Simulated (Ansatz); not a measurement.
# CH3F (singlet): the correlation ladder at a displaced geometry (v2), cc-pVDZ

An exercise on one series of results from a longer session: the logs are not shown, and one member is left open.

Program: Ansatz 0.2.0, Gaussian basis. Level of theory: cc-pVDZ, core rule «outside noble gas», up to 2 orbitals frozen. These are calculated values, not measurements.

The runs, in order: UHF; CCSD(T) on RHF; BCCD(T) on RHF; CISD; CCSDT(Q) on RHF.

15 further runs of the same task are left out: 3 for a known fault of the program, 4 that didn't finish, 8 set aside as unsound or not needed.

### The system

The geometry is a PBE0/def2-TZVP stationary point (not a proven minimum) with its atoms shifted at random (size 0.100 Å).

5 atoms, charge 0, spin multiplicity 1.

Atoms are counted from 1 here; the program's logs count them from 0.

Bond lengths: C1–F2 1.212 Å, C1–H3 1.103 Å, C1–H4 1.151 Å, C1–H5 1.243 Å. Angles: F2–C1–H3 113.3°, F2–C1–H4 108.2°, F2–C1–H5 112.7°, H3–C1–H4 110.1°, H3–C1–H5 107.6°, H4–C1–H5 104.5°.

Set-up of the first run:

Input file in.yaml:

```yaml
crystal:
  periodic: [false, false, false]
  atoms:
    - {symbol: C, position_ang: [-0.638562, -0.006316, -0.001215]}
    - {symbol: F, position_ang: [0.572863, 0.016293, 0.003667]}
    - {symbol: H, position_ang: [-1.094584, 0.998203, 0.005740]}
    - {symbol: H, position_ang: [-0.991099, -0.606973, 0.915258]}
    - {symbol: H, position_ang: [-1.102908, -0.623080, -0.975632]}
basis:
  gaussian: {orbitals: cc-pVDZ}
magnetization: {spin_polarized: true, initial_magnetization: 0}
hamiltonian: {xc: hf}
output: {orbitals: {seedname: orbitals}}
```

Started as:

```bash
ansatz run in.yaml --threads 1 --pin off --events-out ev --progress --plain --max-ram 2393MiB
```

Among the steps run: UHF; CCSD(T) on RHF; BCCD(T) on RHF; CISD; CCSDT(Q) on RHF.

One table of the session follows, with a row left open; its other results are not shown here.

```
   method  from RCCSDT(Q) (kcal/mol)
      RHF                    +227.72
     RMP2                     +18.86
     CISD                          ?
    RCCSD                      +4.62
 RCCSD(T)                      +0.58
  BCCD(T)                      +0.53
   RCCSDT                      +0.30
RCCSDT(Q)                          0
```

**Question.** Estimate the row for CISD.

The run gave: from RCCSDT(Q) (kcal/mol): +20.50. In the column «from RCCSDT(Q) (kcal/mol)» it lies between RMP2 (+18.86) and RHF (+227.72).
